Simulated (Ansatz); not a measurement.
**C2H3N: geometry and frequencies at several levels**

The task, for C2H3N: geometry and frequencies at several levels.

Computed with Ansatz 0.2.0 (the levels named in each step, unless a step's input says otherwise).

### Step 1. The starting structure

Bond lengths: C1–C2 1.294 Å, C2–N3 1.212 Å, C1–H4 1.073 Å, C1–H5 1.075 Å, N3–H6 1.010 Å. Angles: C1–C2–N3 170.8°, C2–C1–H4 121.2°, C2–C1–H5 121.1°, H4–C1–H5 117.8°, C2–N3–H6 122.5°.

Coordinates:

```xyz
6

C    -1.2740   -0.1176    0.0308
C     0.0123    0.0215    0.0486
N     1.2123    0.0761   -0.1146
H    -1.7403   -1.0165    0.3854
H    -1.9117    0.6687   -0.3295
H     1.8394    0.4381    0.5900
```

### Step 2. A rough first relaxation, PBE-D4/def2-SVP

input.yaml

```yaml
crystal:
  periodic: [false, false, false]
  atoms:
    - { symbol: C, position_ang: [-1.27397, -0.1176, 0.03076] }
    - { symbol: C, position_ang: [0.01235, 0.02145, 0.0486] }
    - { symbol: "N", position_ang: [1.21226, 0.07607, -0.11459] }
    - { symbol: H, position_ang: [-1.74032, -1.01649, 0.38538] }
    - { symbol: H, position_ang: [-1.91174, 0.66873, -0.32945] }
    - { symbol: H, position_ang: [1.83944, 0.43813, 0.59004] }
basis:
  gaussian: { orbitals: def2-SVP }
hamiltonian:
  xc: pbe
  dispersion: d4
relax:
  f_tol: 0.03
  max_steps: 200
```

Run with:

```sh
$ ansatz run input.yaml --threads 2 --pin off --max-ram 5120MiB --backend cpu --events-out ev --progress --plain --runs-dir out
```

After this run come: Relaxation, HF/STO-3G; Frequencies, HF/STO-3G; Relaxation, HF/6-31G*; Frequencies, HF/6-31G*; Relaxation, LDA/def2-SVP; Frequencies, LDA/def2-SVP; Relaxation, PBE-D4/def2-SVP; Frequencies, PBE-D4/def2-SVP; Relaxation, PBE0-D4/def2-TZVPP; Relaxation, MP2/def2-TZVPP; Frequencies, MP2/def2-TZVPP.

Q: Predict the outcome of this session. Wanted: C1–C2 at MP2/def2-TZVPP; C2–N3 at MP2/def2-TZVPP; frequencies at MP2/def2-TZVPP.

**Answer**, as computed:

```
                     quantity             value
      C1–C2 at MP2/def2-TZVPP           1.314 Å
      C2–N3 at MP2/def2-TZVPP           1.228 Å
frequencies at MP2/def2-TZVPP  413 to 3530 cm⁻¹
```

What this shows: The C–C distance spreads over 0.031 Å, from HF/STO-3G (shortest) to PBE-D4/def2-SVP. No mode is imaginary, so the geometry is a minimum.
